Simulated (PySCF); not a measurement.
# BH2F− (SMILES [BH2-]F): levels of theory compared

We compute a comparison of 3 runs (UPBE/STO-6G, UMP2/STO-6G, FCI/STO-6G) of BH2F−. 

The results are computed with PySCF 2.14.0.

10 further runs of the same task are left out: 10 set aside as unsound or not needed.

### 1 Starting point

The species is BH2F− (4 atoms), meant as a doublet with charge -1. As SMILES, `[BH2-]F`. The B1–H3 distance was set to 1.862 Å, away from the relaxed value. At this shape a bond of the SMILES string is far longer than usual.

Bond lengths: B1–F2 1.499 Å, B1–H4 1.242 Å. Angles: F2–B1–H4 108.4°. A long bond or contact: B1–H3 1.862 Å.

### 2 The energy at UPBE/STO-6G (run 1)

Contents of input.xyz:

```xyz
4

B      0.440655     0.623477     0.025476
F      1.558905    -0.149773     0.656056
H     -1.140340    -0.333670     0.256190
H      0.721755     0.817107    -1.168424
```

Contents of input.py:

```python
from pyscf import gto, dft

mol = gto.M(
    atom='input.xyz',
    max_memory=1860,
    basis='sto-6g',
    spin=1,
    verbose=3,
    charge=-1,
)

calc0 = dft.UKS(mol, xc='pbe')
calc0.grids.level = 5
calc0.conv_tol = 1e-10
calc0.kernel()
if not calc0.converged:
    calc0 = calc0.newton().run(calc0.mo_coeff, calc0.mo_occ)

e_final = calc0.e_tot
print('E(%s) = %.9f' % ('PBE', e_final))
```

Run with:

```bash
OMP_NUM_THREADS=1 python input.py
```

Standard output:

```text
converged SCF energy = -124.914019437403  <S^2> = 0.75143301  2S+1 = 2.0014325
E(PBE) = -124.914019437
```

It took 3.3 s on 1 thread of Arm Neoverse V1, shared host; peak memory 0.18 GiB.

### 3 A single-point energy at UMP2/STO-6G (run 2)

Contents of input.py:

```python
from pyscf import gto, scf, mp

mol = gto.M(
    atom='''
B    0.440655   0.623477   0.025476
F    1.558905  -0.149773   0.656056
H   -1.140340  -0.333670   0.256190
H    0.721755   0.817107  -1.168424
''',
    verbose=4,
    spin=1,
    charge=-1,
    max_memory=1860,
    basis='sto-6g',
)

myscf = scf.UHF(mol)
myscf.conv_tol = 1e-10
myscf.kernel()
if not myscf.converged:
    myscf = myscf.newton().run(myscf.mo_coeff, myscf.mo_occ)

pt = mp.MP2(myscf, frozen=2).run()
energy = pt.e_tot
print('E = %.10f Eh' % energy)
```

Run with:

```bash
OMP_NUM_THREADS=1 python input.py
```

Standard output:

```text
PySCF version 2.14.0

[... 108 lines left out ...]
converged SCF energy = -124.449800567577  <S^2> = 0.76858331  2S+1 = 2.0184978
[... 1 line left out ...]
******** <class 'pyscf.mp.ump2.UMP2'> ********
nocc = (np.int64(7), np.int64(6)), nmo = (10, 10)
frozen orbitals 2
E(UMP2) = -124.506704100209  E_corr = -0.0569035326322076
E(SCS-UMP2) = -124.51356204516  E_corr = -0.063761477582858
E_corr(same-spin) = -0.00521857104898977
E_corr(oppo-spin) = -0.0516849615832178
E = -124.5067041002 Eh
```

It took 0.89 s on 1 thread of Arm Neoverse V1, shared host; peak memory 0.12 GiB.

### 4 A single-point energy at FCI/STO-6G (run 3)

Contents of geometry.xyz:

```xyz
4
BFH2
B      0.440655     0.623477     0.025476
F      1.558905    -0.149773     0.656056
H     -1.140340    -0.333670     0.256190
H      0.721755     0.817107    -1.168424
```

Contents of run.py:

```python
from pyscf import gto, scf, mcscf

mol = gto.M(
    atom='geometry.xyz',
    verbose=3,
    max_memory=1860,
    basis='sto-6g',
    spin=1,
    charge=-1,
)

mf = scf.ROHF(mol)
mf.conv_tol = 1e-10
mf.kernel()
if not mf.converged:
    mf = mf.newton().run(mf.mo_coeff, mf.mo_occ)

cas = mcscf.CASCI(mf, mf.mo_coeff.shape[-1] - 2, (mol.nelec[0] - 2, mol.nelec[1] - 2))  # full CI above the frozen core
cas.fix_spin_(ss=0.75)
cas.kernel()
energy = cas.e_tot
print('Final energy', energy)
```

Run with:

```bash
OMP_NUM_THREADS=1 python run.py
```

Standard output:

```text
converged SCF energy = -124.449100582264
CASCI E = -124.534735414998  E(CI) = -39.8939704439354  S^2 = 0.7500000
Final energy -124.53473541499812
```

Run time: 1.2 s. Hardware: 1 thread of Arm Neoverse V1, shared host; peak memory 0.12 GiB.

### 5 All runs side by side

| run | level | integration grid | frozen core orbitals | energy (Eh) | HOMO energy (eV) | LUMO energy (eV) | ⟨S²⟩ | wall time |
| --- | --- | --- | --- | --- | --- | --- | --- | --- |
| 1 | UPBE/STO-6G | 5 | – | -124.914019 | 8.71 | 11.26 | 0.751 | 3.3 s |
| 2 | UMP2/STO-6G | – | 2 | -124.506704 | 2.63 | 17.46 | 0.769 | 0.89 s |
| 3 | FCI/STO-6G | – | 2 | -124.534735 | – | – | – | 1.2 s |

### 6 Results

| quantity | value |
| --- | --- |
| run 3: total energy | -124.53474 Eh |
| run 3: correlation energy (2 core orbitals frozen) | -85.6 mEh |

Against full CI in this basis: UMP2 +28.0 mEh. In runs 1, 2, 3 the HOMO lies above zero, so the outermost electron may be held by the basis alone. In runs 1, 2, 3 the basis is minimal, so the values are rough. All runs together took 5.4 s, the longest 3.3 s.
